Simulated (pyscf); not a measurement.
Optimised with ωB97X-D3(BJ)/def2-SVP in PySCF.

Task: For HO–Mo(F)(F)(F)(F)–SH → F–Mo(F)(F)(F)=S + H₂O, an elimination (singlet surface; H–S, Mo–O broken, H–O formed), PBE/def2-TZVP gives ΔE‡ = 0.60 eV and ΔE = -0.43 eV (zero: the reactant's lowest minimum found). In which direction and how far do B3LYP-D3(BJ)/def2-TZVP, M06-2X/def2-TZVP, ωB97M-D3(BJ)/def2-TZVP move these?

Result: B3LYP-D3(BJ): ΔE‡ = 0.75 eV, ΔE = -0.51 eV; M06-2X: ΔE‡ = 0.66 eV, ΔE = -0.82 eV; ωB97M-D3(BJ): ΔE‡ = 0.77 eV, ΔE = -0.63 eV. PBE's barrier lies under all of them, by 0.06 to 0.17 eV. Its reaction energy lies over all of them, by 0.08 to 0.39 eV. On the product side the descent ends in an adduct with a Mo–O contact, 0.05 eV under the separated species and 1.36 eV under the saddle at ωB97X-D3(BJ)/def2-TZVP. What is counted as broken (Mo–O) persists as a longer contact in the product adduct; parting that adduct is a step of its own. One saddle was located; it need not be the lowest between these sides. Elements past Kr carry the def2 core potentials, without spin-orbit coupling.
